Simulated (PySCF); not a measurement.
**Partial charges of `O=CNC1=CC1`**

Compound: C₄H₅NO.
Structure used (PBE0-D3(BJ)/def2-SVP), in Å, numbered top down from 1:
```
atom  x, y, z in Å
O1     1.4495   -0.0437   -1.7950
C2     1.8961   -0.2043   -0.6929
N3     1.1715   -0.1711    0.4803
C4    -0.1703    0.0551    0.5583
C5    -1.2564    0.1831    1.2655
C6    -1.3897    0.3371   -0.2316
H7     2.9753   -0.4043   -0.4878
H8     1.6749   -0.3276    1.3465
H9    -1.7722    0.1887    2.2196
H10   -1.8387   -0.4677   -0.8361
H11   -1.5244    1.3360   -0.6777
```

Density: PBE0/pcSseg-1 (PySCF); schemes: Mulliken, IAO, Hirshfeld and ESP-fitted. One conformer (not necessarily the lowest) at the PBE0-D3(BJ)/def2-SVP geometry, without solvent, vibrations or thermal averaging.

Question: For which atoms does the sign change between the 4 schemes (beyond +0.03 e in one, beyond −0.03 e in another)?

Answer: For none.

Question: Which atoms carry the highest charge in the Mulliken, IAO, Hirshfeld and ESP-fitted schemes?

Answer: The schemes don't all agree: Mulliken C2 (+0.395); IAO C2 (+0.316); Hirshfeld H8 (+0.150); ESP-fitted C2 (+0.605).

Question: At which atom do the 4 schemes differ most?

Answer: At N3: from -0.679 (ESP-fitted) to -0.082 e (Hirshfeld), 0.597 e apart.

Question: What partial charge does each atom carry?

Answer: In e:

```tsv
atom	environment	Mulliken	IAO	Hirshfeld	ESP-fitted
O1	amide oxygen	-0.388	-0.436	-0.259	-0.516
C2	amide carbonyl carbon	+0.395	+0.316	+0.145	+0.605
N3	amide nitrogen	-0.493	-0.307	-0.082	-0.679
C4	vinylic carbon bearing nitrogen	+0.179	+0.098	+0.040	+0.428
C5	alkene CH carbon	-0.188	-0.229	-0.088	-0.544
C6	allylic carbon	-0.127	-0.242	-0.089	+0.025
H7	formyl hydrogen	+0.076	+0.103	+0.051	+0.003
H8	amide N–H hydrogen	+0.206	+0.287	+0.150	+0.370
H9	vinylic hydrogen	+0.086	+0.168	+0.068	+0.249
H10	methylene hydrogen	+0.127	+0.121	+0.031	+0.030
H11	methylene hydrogen	+0.127	+0.121	+0.031	+0.029
```

Mean size of the charges over all atoms: ESP-fitted 0.316 e, IAO 0.221 e, Mulliken 0.217 e, Hirshfeld 0.094 e. Each set sums to the total charge, 0, to within 0.001 e. The IAO scheme counts the electrons in orthogonalised intrinsic atomic orbitals, a minimal basis polarised so that it spans the occupied orbitals exactly.

Question: How many electrons does the Hirshfeld scheme count on C4?

Answer: Z − q = 6 − (+0.040) = 5.960.

Question: Sum the charges by element, for elements with more than one atom.

Answer: 
```
element  atoms  Mulliken     IAO  Hirshfeld  ESP-fitted
      C      4    +0.259  -0.058     +0.009      +0.514
      H      5    +0.622  +0.801     +0.331      +0.681
```
